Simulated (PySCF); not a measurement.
## Reproducing measurements on pentane

**Measured values to compare with.**

NIST CCCBDB Release 22 (SRD 101), experimental polarizabilities lists, for the gas: mean polarisability 9.879 Å³.

How close the calculation comes is told at the end.

Pentane, C₅H₁₂.
Numbering: `[CH3:1][CH2:2][CH2:3][CH2:4][CH3:5]` (hydrogens: H6, H7, H8 on C1; H9, H10 on C2; H11, H12 on C3; H13, H14 on C4; H15, H16, H17 on C5)

Cartesian coordinates in Å at the GFN2-xTB level; atoms count from 1:
```
atom  x, y, z in Å
C1    -2.5281   -0.2860    0.3032
C2    -1.2307    0.4321    0.6523
C3    -0.0157   -0.2477    0.0262
C4     1.2846    0.4720    0.3754
C5     2.4979   -0.2042   -0.2506
H6    -3.3786    0.2148    0.7595
H7    -2.6774   -0.3026   -0.7742
H8    -2.5028   -1.3132    0.6602
H9    -1.2824    1.4665    0.3042
H10   -1.1096    0.4552    1.7380
H11    0.0389   -1.2821    0.3747
H12   -0.1350   -0.2706   -1.0599
H13    1.2261    1.5069    0.0293
H14    1.4015    0.4935    1.4616
H15    2.4113   -0.2155   -1.3349
H16    3.4102    0.3247    0.0150
H17    2.5828   -1.2318    0.0964
```

The PySCF runs (gas phase, on this GFN2-xTB geometry; no spin–orbit coupling):

```csv
level,job,basis functions,wall time
CAM-B3LYP/def2-SVPD,"8 singlets by full TDDFT, 3 Tamm–Dancoff triplets, polarisability",196,34 s
```

Hardware: Arm Neoverse V2, one thread, no GPU, shared host.

Results beside the measurements:

**Mean polarisability.** Measured: 9.879 Å³ (NIST CCCBDB Release 22 (SRD 101), experimental polarizabilities).

```tsv
level	computed (Å³)	computed − measured (Å³)	% (from the printed values)
CAM-B3LYP/def2-SVPD	9.373	-0.506	-5
```

The computed values are static and purely electronic, with core orbitals frozen in the response (1 au = 0.148185 Å³). The table of measured values doesn't say here whether a value is static or optical, or holds a vibrational part. The measurement averages over conformers, the calculation has one.

No measured geometry was used, and the causes of the misses weren't examined.
